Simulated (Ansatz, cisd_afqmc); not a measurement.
System: NO2, charge 0, doublet. NO2 (SMILES O=N[O], doublet).
B3LYP-D3(BJ)/def2-TZVP minimum from Ansatz (a first-principles code):
```
N
O 1 1.1906
O 1 1.1906 2 134.41
```
Charge 0, spin multiplicity 2.

Total energies in cc-pVDZ, 17 correlated electrons, 3 frozen orbitals. UHF or UKS for unpaired electrons; spin-orbit terms are left out. Correlated methods leave the cores frozen. No relativity. The Monte Carlo rows (phaseless AFQMC, CISD trial, step 0.005/hartree) carry one-sigma bars that omit the constraint's bias. Outlying blocks are dropped, and bars are widened where a walk drifts. Over all cases where full CI ran beside it in this data, AFQMC minus full CI had a median of +0.1 mEh and passed +0.4 mEh in a tenth of the cases.

```tsv
method	program	energy (Eh)	minus CCSDT(Q) (mEh)
HF	Ansatz	-204.04908	558.52
MP2	Ansatz	-204.58812	19.49
CCSD	Ansatz	-204.58020	27.40
CCSD(T)	Ansatz	-204.60367	3.93
CCSDT(Q)	Ansatz	-204.60760	0.00
AFQMC/CISD	cisd_afqmc	-204.6050 ± 0.0004	2.6 ± 0.4
```

Rough core times of Ansatz's runs on a shared machine: CCSD(T) under 20 s, CCSDT(Q) 70 s.
